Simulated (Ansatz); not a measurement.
A made-up structure of CH$_{3}$BN, doublet:

B1  (0.627, -1.242, 1.060)
C2  (0.640, -0.181, 0.407)
N3  (-0.624, 0.225, -0.431)
H4  (-1.427, -0.404, -0.443)
H5  (-0.626, 1.105, -0.946)
H6  (1.543, 0.452, 0.443)
(Å)

It is relaxed with PBE-D4/def2-SVP and then PBE0-D4/def2-TZVP (Ansatz 0.2.0). Atoms count as bonded within 1.22 times the sum of their covalent radii (H–H: 0.88 Å). The end point is not checked to be a true minimum.

Task: Does its bonding change? (A judgement: the text doesn't fix the answer.)

Result: The calculation gives: No: no bond forms or breaks.

Where it ends: The first stage lowers the energy by 1.94 eV in 12 steps. It ends as CH₃BN ([B][CH][NH2]):
```
atom    x (Å)    y (Å)    z (Å)
  B1   0.6502  -1.4032   1.1700
  C2   0.5359  -0.1443   0.3404
  N3  -0.5294   0.2266  -0.3913
  H4  -1.3523  -0.3510  -0.4240
  H5  -0.5489   1.0800  -0.9197
  H6   1.3784   0.5469   0.3141
```

Labels in which every atom is bracketed show which atoms are joined, not bond orders.

For scale, one of the runs: PBE0-D4/def2-TZVP relaxation, 111 basis functions, launched by `ansatz run in.yaml --threads 2 --pin off --events-out ev --progress --plain --max-ram 4352MiB`. The run took about 35 s on 2 CPU threads of an Arm Neoverse V1 (shared host).
